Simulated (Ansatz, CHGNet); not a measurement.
Elastic constant C44 (GPa) of 27 elemental solids other than molecular ones, computed with the machine-learned potential CHGNet 0.3.0 (trained on PBE and PBE+U data) and with PBE (Ansatz, a quantum-chemistry and plane-wave program, plane waves, PAW). The set holds measured phases with no doubt noted on the run or the magnetic state but for the caveats below. 5 more of the class have both values but aren't in it, for one of these reasons: built or high-temperature cells, doubts on the run or the magnetic state, unlike cells, values of zero, layered or molecular crystals. Solids without a value at one level (not run, failed, or a magnetic order lost), or held back for tests, aren't counted.

All rows, in order of the shift (worked out from unrounded values):

```csv
solid,CHGNet 0.3.0,PBE,shift (%)
bcc K,3.59,2.77,-23
bcc Rb,2.53,2.00,-21
bcc Li,10.7,11.6,+8.1
fcc Sr,8.14,9.95,+22
fcc Pd,47.0,60.7,+29
fcc Ni,102,133,+31
fcc Pt,46.4,61.7,+33
bcc Ba,7.68,10.4,+36
fcc Ca,9.90,14.6,+47
fcc Cu,53.1,80.6,+52
diamond,332,558,+68
diamond-structure Si,41.7,74.2,+78
fcc Ag,20.6,42.2,+105
hcp Tl,3.31,7.22,+118
fcc Rh,84.2,185,+120
hcp Zn,14.1,32.1,+128
hcp Lu,12.6,30.7,+143
hcp Mg,7.34,18.4,+150
fcc Ir,93.5,256,+173
hcp Zr,8.01,26.6,+232
hcp Y,7.51,25.4,+238
fcc Au,8.88,30.3,+241
fcc Al,6.68,27.7,+314
fcc Pb,3.44,16.6,+383
hcp Hf,10.0,53.8,+437
hcp Os,45.6,258,+466
α-phase Ga,5.44,35.9,+560
```

The shift from CHGNet 0.3.0 to PBE has a median of +118 %, and eight in ten lie between +16.7 % and +405 %; PBE is the larger in 25 of 27. Each level is at its own cell, so the shift holds the change of volume too.

Ansatz's runs of these crystals have no spin polarisation, but for fcc Ni.

Density-functional runs with spin start from parallel moments for fcc Ni.

Spin–orbit coupling is left out, also for the solids with elements from indium on (fcc Pt, hcp Os, bcc Ba, hcp Tl, fcc Ir, hcp Hf, fcc Pb, hcp Lu, fcc Au); its size isn't shown.

Each level is taken at its own relaxed cell. Ansatz's density-functional and Hartree–Fock values are scalar-relativistic unless marked +SOC, with PAW data made under PBE.
